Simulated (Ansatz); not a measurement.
# BH3 (SMILES B): PBEsol-D3(BJ)/def2-SVP (sfX2C, density fitting with def2-universal-jkfit)

What is the vertical ionisation energy of BH3 at PBEsol-D3(BJ)/def2-SVP (sfX2C, density fitting with def2-universal-jkfit)? 

The calculation is run with Ansatz 0.2.0.

11 further runs of the same task are left out: 4 for a known fault of the program, 2 that didn't finish, 5 set aside as unsound or not needed.

## Step 1: The structure to begin with

The species is BH3 (4 atoms), meant as a singlet with charge 0. As SMILES, `B`. Geometry: relaxed at PBE0-D4/def2-TZVP.

Bond lengths: B1–H2 1.193 Å, B1–H3 1.193 Å, B1–H4 1.193 Å. Angles: H2–B1–H3 120.0°, H2–B1–H4 120.0°, H3–B1–H4 120.0°.

## Step 2: Energy and forces at PBEsol-D3(BJ)/def2-SVP (sfX2C, density fitting with def2-universal-jkfit)

File input.yaml:

```yaml
crystal:
  periodic: [false, false, false]
  atoms:
    - {symbol: B, position_ang: [0.013900, -0.015100, -0.005100]}
    - {symbol: H, position_ang: [0.982200, 0.381700, 0.568800]}
    - {symbol: H, position_ang: [-0.276200, -1.171800, 0.043000]}
    - {symbol: H, position_ang: [-0.664400, 0.744900, -0.626900]}
basis:
  gaussian:
    orbitals: def2-SVP
    fitting: {mean_field: def2-universal-jkfit}
hamiltonian:
  xc: pbesol
  dispersion: d3bj
  pseudopotentials: {relativity: scalar}
accuracy: high
output: {forces: true, orbitals: {seedname: orbitals}}
```

Command:

```
$ ansatz run input.yaml --threads 1 --pin off --max-ram 2610MiB --events-out events.jsonl --progress --plain --runs-dir runs
```

Log:

```text
Warning: RAYON_NUM_THREADS=1 ignored (pool sized by the plan → 1); use --threads N
Functional definition: PBEsol
  name "PBEsol"
  exchange = pbesol_x
  correlation = pbesol_c
129 factors; integrals over basis functions are off by at most 2.8e-1 eV
mean field evaluation 1: about -716.4852 eV, gradient 1.5e1 eV
mean field evaluation 2: about -716.9475 eV, gradient 1.3e1 eV
mean field evaluation 4: about -717.5659 eV, gradient 2.9e-2 eV
mean field evaluation 8: about -717.5660 eV, gradient 4.1e-5 eV
mean field -717.56601660 eV, -26.3700647264 hartree, gradient 1.4e-9 eV, S^2 0.000000; 0 other end points of the search recorded, 0 dependent functions left out
the calculation of the forces begins
reference -717.56601918 eV, -26.3700648210 hartree; 4, 4 occupied and 25, 25 virtual orbitals, 129 factors
Total energy: -717.57285000 eV, -26.3703158490 hartree
Relativity: scalar
Atom 0 at     0.013900    -0.015100    -0.005100 Å, force     0.000124    -0.000303     0.001053 eV/Å
Atom 1 at     0.982200     0.381700     0.568800 Å, force     0.477176     0.195168     0.282547 eV/Å
Atom 2 at    -0.276200    -1.171800     0.043000 Å, force    -0.142651    -0.569663     0.023489 eV/Å
Atom 3 at    -0.664400     0.744900    -0.626900 Å, force    -0.334649     0.374798    -0.307089 eV/Å
Dipole moment:     0.000013    -0.000004    -0.000031 e Å
```

Run time: 0.7 s. Hardware: 1 thread of Arm Neoverse V1, shared host.

## Step 3: The doublet cation

input.yaml, as its differences from that of step 2:

```diff
@@ -11,2 +11,6 @@
     fitting: {mean_field: def2-universal-jkfit}
+total_charge: 1
+magnetization:
+  spin_polarized: false
+  initial_magnetization: 1
 hamiltonian:
```

Command:

```
$ ansatz run input.yaml --threads 1 --pin off --max-ram 2610MiB --events-out events.jsonl --progress --plain --runs-dir runs
```

Log (excerpt; [...] marks lines left out):

```text
Warning: RAYON_NUM_THREADS=1 ignored (pool sized by the plan → 1); use --threads N
[... 2 set-up lines as earlier in the session ...]
[...]
129 factors; integrals over basis functions are off by at most 2.8e-1 eV
[...]
mean field -704.75921478 eV, -25.8994234401 hartree, gradient 1.1e-8 eV, S^2 0.750000; 4 other end points of the search recorded, 0 dependent functions left out
[...]
reference -704.75921743 eV, -25.8994235376 hartree; 4, 3 occupied and 25, 26 virtual orbitals, 129 factors
Total energy: -704.76604825 eV, -25.8996745656 hartree
Relativity: scalar
Atom 0 at     0.013900    -0.015100    -0.005100 Å, force    -3.744217    -1.536349    -2.218266 eV/Å
Atom 1 at     0.982200     0.381700     0.568800 Å, force     2.580327     1.057733     1.529219 eV/Å
Atom 2 at    -0.276200    -1.171800     0.043000 Å, force     0.970719    -1.678784     1.015108 eV/Å
Atom 3 at    -0.664400     0.744900    -0.626900 Å, force     0.193172     2.157400    -0.326061 eV/Å
Dipole moment:     0.108413     0.044477     0.064211 e Å
```

It took 3.3 s on 1 thread of Arm Neoverse V1, shared host.

## Step 4: What came out

Level: PBEsol-D3(BJ)/def2-SVP (sfX2C, density fitting with def2-universal-jkfit).

```
                                          quantity         value
                         singlet BH3: total energy  -26.37032 Eh
                        singlet BH3: dipole moment        0.00 D
                          singlet BH3: HOMO energy      -8.30 eV
                          singlet BH3: LUMO energy      -3.02 eV
                        singlet BH3: HOMO–LUMO gap       5.28 eV
                    singlet BH3: dispersion energy  -0.66 kJ/mol
             singlet BH3: largest force on an atom    0.589 eV/Å
                      doublet cation: total energy  -25.89967 Eh
                 doublet cation: dispersion energy  -0.66 kJ/mol
                              doublet cation: ⟨S²⟩         0.750
          doublet cation: largest force on an atom    4.615 eV/Å
vertical ionisation energy (to the doublet cation)     12.807 eV
```

The vertical ionisation energy comes to 12.81 eV (1236 kJ/mol). The largest force (singlet BH3) is 0.59 eV/Å: the shape isn't a stationary point for this species at this level. The negative HOMO energy of the first species, 8.30 eV, lies 4.51 eV below that difference.
